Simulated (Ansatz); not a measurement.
Start from `CC(F)(F)C=O` and change one atom or group to get `CC(C)(F)F`.

Ansatz, PBE0-D4/def2-TZVP geometries, multiplicity 1. Each molecule was computed in one conformer, which needn't be the lowest.

```json
{"property": "HOMO–LUMO gap (PBE0/def2-TZVPP) / eV", "`CC(F)(F)C=O`": "6.51"}
{"property": "HOMO energy (PBE/def2-TZVPP) / eV", "`CC(F)(F)C=O`": "-6.49"}
{"property": "LUMO energy (PBE0/def2-TZVPP) / eV", "`CC(F)(F)C=O`": "-1.64"}
{"property": "HOMO–LUMO gap (B3LYP/def2-TZVPP) / eV", "`CC(F)(F)C=O`": "6.01"}
{"property": "HOMO–LUMO gap (PBE/def2-TZVPP) / eV", "`CC(F)(F)C=O`": "3.65"}
{"property": "HOMO energy (ωB97M-V/def2-TZVPP) / eV", "`CC(F)(F)C=O`": "-10.56"}
```

**Question.** Give the same properties after the change, and the shifts. (Best estimate.)

**Answer.** The calculation gave: 
```csv
property,`CC(C)(F)F`,shift
HOMO–LUMO gap (PBE0/def2-TZVPP) / eV,10.68,4.17
HOMO energy (PBE/def2-TZVPP) / eV,-7.74,-1.25
LUMO energy (PBE0/def2-TZVPP) / eV,1.21,2.85
HOMO–LUMO gap (B3LYP/def2-TZVPP) / eV,10.10,4.09
HOMO–LUMO gap (PBE/def2-TZVPP) / eV,8.17,4.52
HOMO energy (ωB97M-V/def2-TZVPP) / eV,-11.88,-1.32
```

With PBE0 the HOMO falls by 1.32 eV and the LUMO rises by 2.85 eV, so the gap widens by about 4.17 eV. PBE moves the HOMO by -1.25 eV and ωB97M-V by -1.32 eV.

B3LYP here is the variant with VWN-RPA as its local correlation; programs differ in this.
